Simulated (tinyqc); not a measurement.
Worked calculation: Pariser-Parr-Pople SCF with singles CI, for the molecule NC=CC=O (SMILES; centres numbered as the heavy atoms are written). One step of it, computed by the program tinyqc.

Question. Iteration 1: Fock matrix. F_rr = H_rr + P_rr gamma_rr / 2 + sum_(s != r) P_ss gamma_rs; F_rs = H_rs - P_rs gamma_rs / 2; E = tr P (H + F) / 2 + core repulsion sum_(r<s) z_r z_s gamma_rs.

P at the start, lower triangle:
```
           1N         2C        3C        4C        5O
1N   1.876811
2C   0.284140   1.337817
3C  -0.314663   0.760490  1.019245
4C   0.021921  -0.140293  0.513578  0.813208
5O   0.225776  -0.455101  0.241886  0.825338  0.952919
```

core matrix H (eV), lower triangle:
```
            1N          2C          3C          4C          5O
1N  -46.008882
2C   -2.460000  -44.243884
3C    0.000000   -2.620000  -42.611827
4C    0.000000    0.000000   -2.620000  -39.549840
5O    0.000000    0.000000    0.000000   -2.750000  -40.783209
```

repulsion gamma_rs (eV), lower triangle:
```
           1N         2C         3C         4C         5O
1N  16.800000
2C   8.279781  11.130000
3C   5.464518   7.554960  11.130000
4C   3.745416   5.240702   7.554960  11.130000
5O   2.919166   3.728660   5.412871   8.103346  15.200000
```

Centres (angstrom, eV; a flat drawing with bonds scaled to 1.40 angstrom):
```
centre          x          y  core charge z          W   gamma_rr
1N      -2.425000   0.280000              2  25.600000  16.800000
2C      -1.212000  -0.420000              1  11.160000  11.130000
3C       0.000000   0.280000              1  11.160000  11.130000
4C       1.212000  -0.420000              1  11.160000  11.130000
5O       2.425000   0.280000              1  17.700000  15.200000
```

Give: F; pi energy.

Answer.

F (eV), lower triangle:
```
        1N      2C      3C      4C       5O
1N  -7.770
2C  -3.636  -5.744
3C   0.860  -5.493  -5.275
4C  -0.041   0.368  -4.560  -5.562
5O  -0.330   0.848  -0.655  -6.094  -10.967
```

pi energy = -92.724 eV
